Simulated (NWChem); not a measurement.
The numbers come from NWChem runs, not from measurements. System: AlF₃, charge 0, spin multiplicity 1, at a geometry optimised with B3LYP/def2-SVP. The structure started from a generated list of species. Level: B3LYP/pcseg-1, VWN1-RPA local correlation.

Part of the output:

```
             Northwest Computational Chemistry Package (NWChem) 7.3.0
             --------------------------------------------------------

                                NWChem Input Module
                                -------------------

 Scaling coordinates for geometry "geometry" by  1.889725989
 (inverse scale =  0.529177249)

 Turning off AUTOSYM since
 SYMMETRY directive was detected!

                             Geometry "geometry" -> ""
                             -------------------------

 Output coordinates in angstroms (scale by  1.889725989 to convert to a.u.)

  No.       Tag          Charge          X              Y              Z
 ---- ---------------- ---------- -------------- -------------- --------------
    1 Al                  13.0000     0.00000000     0.00000000     0.00000200
    2 F                    9.0000     0.00000000     0.00000000     1.64568100
    3 F                    9.0000     1.42519100     0.00000000    -0.82284200
    4 F                    9.0000    -1.42519100     0.00000000    -0.82284200

 Effective nuclear repulsion energy (a.u.)     157.9793473326

            Nuclear Dipole moment (a.u.)
            ----------------------------
        X                 Y               Z
 ---------------- ---------------- ----------------
     0.0000000000     0.0000000000    -0.0000018897

      Symmetry information
      --------------------

 Group name             C2v
 Group number             16
 Group order               4
 No. of unique centers     3

      Symmetry unique atoms

     1    2    3


 Summary of "ao basis" -> "" (spherical)
 ------------------------------------------------------------------------------
       Tag                 Description            Shells   Functions and Types
 ---------------- ------------------------------  ------  ---------------------
 *                          pcseg-1                   on all atoms

                                 NWChem DFT Module
                                 -----------------

 Summary of "ao basis" -> "ao basis" (spherical)
 ------------------------------------------------------------------------------
       Tag                 Description            Shells   Functions and Types
 ---------------- ------------------------------  ------  ---------------------
 Al                         pcseg-1                  8       18   4s3p1d
 F                          pcseg-1                  6       14   3s2p1d

 Summary of "ao basis" -> "ao basis" (spherical)
 ------------------------------------------------------------------------------
       Tag                 Description            Shells   Functions and Types
 ---------------- ------------------------------  ------  ---------------------
 Al                         pcseg-1                  8       18   4s3p1d
 F                          pcseg-1                  6       14   3s2p1d

      Symmetry analysis of basis
      --------------------------

        a1         26
        a2          6
        b1         17
        b2         11

            General Information
            -------------------
          SCF calculation type: DFT
          Wavefunction type:  closed shell.
          No. of atoms     :     4
          No. of electrons :    40
           Alpha electrons :    20
            Beta electrons :    20
          Charge           :     0
          Spin multiplicity:     1
          Use of symmetry is: on ; symmetry adaption is: on
          Maximum number of iterations: 100
          AO basis - number of functions:    60
                     number of shells:    26
          Convergence on energy requested:  1.00D-06
          Convergence on density requested:  1.00D-05
          Convergence on gradient requested:  5.00D-04

              XC Information
              --------------
                         B3LYP Method XC Potential
                     Hartree-Fock (Exact) Exchange  0.200
                        Slater Exchange Functional  0.800 local
                    Becke 1988 Exchange Functional  0.720 non-local
              Lee-Yang-Parr Correlation Functional  0.810
                  VWN I RPA Correlation Functional  0.190 local

             Grid Information
[...]
 Total energy =    -540.035562
 1-e energy   =   -1067.898729
 2-e energy   =     369.883820
 HOMO         =      -0.672803
 LUMO         =      -0.091410

      Symmetry analysis of molecular orbitals - initial
      -------------------------------------------------

  Numbering of irreducible representations:

     1 a1          2 a2          3 b1          4 b2

  Orbital symmetries:

     1 a1          2 a1          3 b1          4 a1          5 a1
     6 b1          7 a1          8 b2          9 a1         10 a1
    11 b1         12 a1         13 a1         14 b1         15 b2
    16 a1         17 b1         18 b2         19 a2         20 b1
    21 a1         22 b2         23 b1         24 a1         25 b2
    26 a1         27 a1         28 b1         29 b2         30 a2

------------------------------------------------------------
EAF file 0: "./mol.aoints.0" size=524288 bytes
------------------------------------------------------------
               write      read    awrite     aread      wait
               -----      ----    ------     -----      ----
     calls:        1         0         0         0         0
   data(b): 5.24e+05  0.00e+00  0.00e+00  0.00e+00
   time(s): 0.00e+00  0.00e+00  0.00e+00  0.00e+00  0.00e+00
rate(mb/s): 0.00e+00  0.00e+00
------------------------------------------------------------

   convergence    iter        energy       DeltaE   RMS-Dens  Diis-err    time
 ---------------- ----- ----------------- --------- --------- ---------  ------
 d= 0,ls=0.0,diis     1   -542.0189402923 -7.00D+02  2.41D-02  1.14D+00     0.6
 d= 0,ls=0.0,diis     2   -541.8978991367  1.21D-01  1.28D-02  2.84D+00     0.7
 d= 0,ls=0.0,diis     3   -542.1276749856 -2.30D-01  6.48D-04  7.05D-03     0.8
 d= 0,ls=0.0,diis     4   -542.1281921069 -5.17D-04  1.71D-04  2.36D-04     0.8
 d= 0,ls=0.0,diis     5   -542.1282152201 -2.31D-05  9.74D-06  4.15D-07     0.9
 d= 0,ls=0.0,diis     6   -542.1282152671 -4.70D-08  2.44D-06  4.94D-08     1.0

         Total DFT energy =     -542.128215267135
      One electron energy =    -1070.431510213093
           Coulomb energy =      420.567298537473
    Exchange-Corr. energy =      -50.243350924155
 Nuclear repulsion energy =      157.979347332640

 Numeric. integr. density =       40.000001090214

     Total iterative time =      0.7s

                  Occupations of the irreducible representations
                  ----------------------------------------------

                     irrep           alpha         beta
                     --------     --------     --------
                     a1               10.0         10.0
                     a2                1.0          1.0
                     b1                6.0          6.0
                     b2                3.0          3.0

                       DFT Final Molecular Orbital Analysis
                       ------------------------------------

 Vector   18  Occ=2.000000D+00  E=-4.352539D-01  Symmetry=a2
              MO Center=  1.6D-11, -1.3D-15, -8.0D-01, r^2= 2.5D+00
   Bfn.  Coefficient  Atom+Function         Bfn.  Coefficient  Atom+Function
  ----- ------------  ---------------      ----- ------------  ---------------
    37      0.474034  3 F  py                51     -0.474034  4 F  py
    40      0.333820  3 F  py                54     -0.333820  4 F  py
    14      0.066306  1 Al d -2

 Vector   19  Occ=2.000000D+00  E=-4.352382D-01  Symmetry=b2
              MO Center= -1.6D-11, -5.1D-16,  8.0D-01, r^2= 2.5D+00
   Bfn.  Coefficient  Atom+Function         Bfn.  Coefficient  Atom+Function
  ----- ------------  ---------------      ----- ------------  ---------------
    23      0.547551  2 F  py                26      0.385595  2 F  py
    37     -0.273492  3 F  py                51     -0.273492  4 F  py
    40     -0.192605  3 F  py                54     -0.192605  4 F  py
    15      0.066308  1 Al d -1

 Vector   20  Occ=2.000000D+00  E=-4.181016D-01  Symmetry=b1
              MO Center=  9.8D-14, -8.3D-17,  8.8D-04, r^2= 3.2D+00
   Bfn.  Coefficient  Atom+Function         Bfn.  Coefficient  Atom+Function
  ----- ------------  ---------------      ----- ------------  ---------------
    22      0.398519  2 F  px                38     -0.344879  3 F  pz
    52      0.344879  4 F  pz                25      0.278491  2 F  px
    41     -0.241002  3 F  pz                55      0.241002  4 F  pz
    36     -0.199068  3 F  px                50     -0.199068  4 F  px
    39     -0.139116  3 F  px                53     -0.139116  4 F  px

 Vector   21  Occ=0.000000D+00  E=-7.301496D-02  Symmetry=a1
              MO Center= -2.2D-15, -4.5D-16,  6.6D-06, r^2= 3.8D+00
   Bfn.  Coefficient  Atom+Function         Bfn.  Coefficient  Atom+Function
  ----- ------------  ---------------      ----- ------------  ---------------
     4      0.981038  1 Al s                  3      0.283385  1 Al s
     2     -0.270600  1 Al s                 21     -0.256583  2 F  s
    35     -0.256584  3 F  s                 49     -0.256584  4 F  s
    24      0.163990  2 F  pz                36      0.142016  3 F  px
    50     -0.142016  4 F  px                27      0.119193  2 F  pz

 Vector   22  Occ=0.000000D+00  E=-2.510379D-02  Symmetry=b2
              MO Center= -7.2D-16,  4.7D-16,  4.8D-06, r^2= 4.5D+00
   Bfn.  Coefficient  Atom+Function         Bfn.  Coefficient  Atom+Function
  ----- ------------  ---------------      ----- ------------  ---------------
     9      0.607229  1 Al py                12      0.587388  1 Al py
    23     -0.186636  2 F  py                37     -0.186632  3 F  py
    51     -0.186632  4 F  py                 6     -0.183902  1 Al py
    26     -0.172655  2 F  py                40     -0.172646  3 F  py
    54     -0.172646  4 F  py

 Vector   23  Occ=0.000000D+00  E= 5.165000D-02  Symmetry=b1
              MO Center=  1.4D-11,  3.9D-16,  1.4D-01, r^2= 8.1D+00
   Bfn.  Coefficient  Atom+Function         Bfn.  Coefficient  Atom+Function
  ----- ------------  ---------------      ----- ------------  ---------------
    11      1.107652  1 Al px                35     -0.271091  3 F  s
    49      0.271091  4 F  s                 22     -0.161779  2 F  px
    25     -0.135482  2 F  px                34     -0.083000  3 F  s
    48      0.083000  4 F  s                 38     -0.072628  3 F  pz
    52      0.072628  4 F  pz                 8      0.067418  1 Al px

 center of mass
 --------------
 x =   0.00000000 y =   0.00000000 z =  -0.00000007

 moments of inertia (a.u.)
 ------------------
         275.611792608906           0.000000000000           0.000000000000
           0.000000000000         551.219168897687           0.000000000000
           0.000000000000           0.000000000000         275.607376288780

     Multipole analysis of the density
     ---------------------------------

     L   x y z        total         alpha         beta         nuclear
     -   - - -        -----         -----         ----         -------
     0   0 0 0     -0.000000    -20.000000    -20.000000     40.000000

     1   1 0 0     -0.000000     -0.000000     -0.000000      0.000000
     1   0 1 0     -0.000000     -0.000000     -0.000000      0.000000
     1   0 0 1      0.000081      0.000042      0.000042     -0.000002

     2   2 0 0    -23.370882    -76.966370    -76.966370    130.561857
     2   1 1 0      0.000000      0.000000      0.000000      0.000000
     2   1 0 1      0.000000      0.000000      0.000000      0.000000
     2   0 2 0    -15.754071     -7.877035     -7.877035      0.000000
     2   0 1 1      0.000000      0.000000      0.000000      0.000000
     2   0 0 2    -23.370681    -76.967315    -76.967315    130.563949

 Task  times  cpu:        0.9s     wall:        0.9s

 Total times  cpu:        1.0s     wall:        1.0s
```

**Question.** Write an NWChem input that would produce this output.

**Answer.** Several could match; the one computed here: 
```
start mol
memory heap 200 mb stack 900 mb global 1100 mb
geometry units angstroms nocenter noautoz
  Al     0.000000     0.000000     0.000002
  F      0.000000     0.000000     1.645681
  F      1.425191     0.000000    -0.822842
  F     -1.425191     0.000000    -0.822842
  symmetry group C2v
end
basis spherical
  * library pcseg-1
end
dft
  xc b3lyp
  semidirect memsize 60000000 filesize 0
  iterations 100
end
task dft energy
```
